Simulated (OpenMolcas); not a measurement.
# BH2S (SMILES [BH]S) in OpenMolcas

Wanted: the excited states of BH2S.

Program for the calculation: OpenMolcas 26.06.

## 1. The system as given

BH2S has 4 atoms, charge 0, and is taken as a doublet. As SMILES, `[BH]S`. The shape comes from GFN2-xTB, which is rough for such elements, and wasn't checked as a minimum.

Bond lengths: B1–S2 1.721 Å, B1–H3 1.159 Å, S2–H4 1.355 Å. Angles: B1–S2–H4 103.9°, S2–B1–H3 129.6°.

## 2. The job

Contents of step10.input:

```
&gateway
coord
4
bohr
B      0.72935870    -0.65760579     1.47415645
S     -0.07254659     2.09723695    -0.05861930
H      0.46744265    -2.73749506     0.83661955
H     -1.12423587     1.29786390    -2.25215670
basis = ANO-XS-VDZP
group = NoSym
&seward
&rasscf
fileorb = $CurrDir/step2.RasOrb
spin = 2
nactel = 7 0 0
inactive = 8
ras2 = 7
ciroot = 4 4 1
orblisting = Nothing
orbappear = Compact
&caspt2
multistate = all
frozen = 23
```

Launch:

```console
$ export MOLCAS_MEM=1860
$ pymolcas step10.input > step10.log
```

Output:

```text
--- Start Module: gateway ---

                                              &GATEWAY

                       available to each process: 1.9 GB of memory, 1 thread

++    Symmetry information:
      ---------------------

                    Character Table for C1

                             E
                    a        1  x, y, xy, Rz, z, xz, Ry, yz, Rx, I
--

++    Basis set information:
      ----------------------

      Basis set label: B.ANO-XS...3S2P1D.

      Electronic valence basis set:
      ------------------
      Associated Effective Charge   5.000000 au
      Associated Actual Charge      5.000000 au
      Nuclear Model: Finite nucleus - Gaussian distribution
        Gaussian exponent, Xi/bohr**(-2):  7.11787E+08

      Shell  nPrim  nBasis  Cartesian Spherical Contaminant
         s       8       3        X
         p       4       2        X
         d       1       1                 X

      Basis set label: S.ANO-XS...4S3P1D.

      Electronic valence basis set:
      ------------------
      Associated Effective Charge  16.000000 au
      Associated Actual Charge     16.000000 au
      Nuclear Model: Finite nucleus - Gaussian distribution
        Gaussian exponent, Xi/bohr**(-2):  4.04080E+08

[... 104 lines left out ...]
      Nuclear repulsion energy =   37.63337830
[... 78 lines left out ...]
      Convergence after  6 iterations
[... 11 lines left out ...]
      energy=    -423.106982
[... 8 lines left out ...]
      energy=    -423.001295
[... 10 lines left out ...]
      energy=    -422.914350
[... 10 lines left out ...]
      energy=    -422.884238
[... 10 lines left out ...]
      Natural orbitals and occupation numbers for root  2
[... 9 lines left out ...]
      *                                                    Final results                                                     *
[... 16 lines left out ...]
      Final state energy(ies):
[... 4 lines left out ...]
::    RASSCF root number  3 Total energy:   -422.91435043
[... 30 lines left out ...]
      Dipole Moment (debye):
[... 156 lines left out ...]
      Von Neumann Entropy (Root   3) =  0.91095
[... 121 lines left out ...]
      Dipole Moment (debye):
[... 61 lines left out ...]
--

      Average orbitals are written to the RASORB file
      Natural orbitals for root   1 are written to the RASORB.1 file
      Natural orbitals for root   2 are written to the RASORB.2 file
      Natural orbitals for root   3 are written to the RASORB.3 file
      Natural orbitals for root   4 are written to the RASORB.4 file
      Spin density orbitals for root   1 are written to the SPDORB.1 file
      Spin density orbitals for root   2 are written to the SPDORB.2 file
      Spin density orbitals for root   3 are written to the SPDORB.3 file
      Spin density orbitals for root   4 are written to the SPDORB.4 file

--- Stop Module: rasscf /rc=_RC_ALL_IS_WELL_ ---
           step10.RasOrb.1 step10.RasOrb.2 step10.RasOrb.3 step10.RasOrb.4 step10.rasscf.h5 step10.SpdOrb.1 step10.SpdOrb.2 step10.SpdOrb.3 step10.SpdOrb.4 xmldump
--- Module rasscf spent 2 seconds ---

--- Start Module: caspt2 ---

                                              &CASPT2

                       available to each process: 1.9 GB of memory, 1 thread

 ###############################################################################
 ###    WARNING: User changed nr of frozen orbitals.                         ###
 ###############################################################################
 ###    ERROR: Too many frozen orbitals!                                     ###
 ###############################################################################
--- Stop Module: caspt2 /rc=_RC_INPUT_ERROR_ ---

.####################.
.# User input error #.
.####################.

    Timing: Wall=3.10 User=2.55 System=0.55
```

Run time: 3.6 s. Hardware: 1 thread of Arm Neoverse V1, shared host; peak memory 0.38 GiB.

## 3. Reading the log

The program broke off before the end.

The log says `Stop Module: caspt2 /rc=_RC_INPUT_ERROR_`. The cause is that too many or the wrong orbitals are frozen. To mend it: frozen core orbitals default in place of 23.
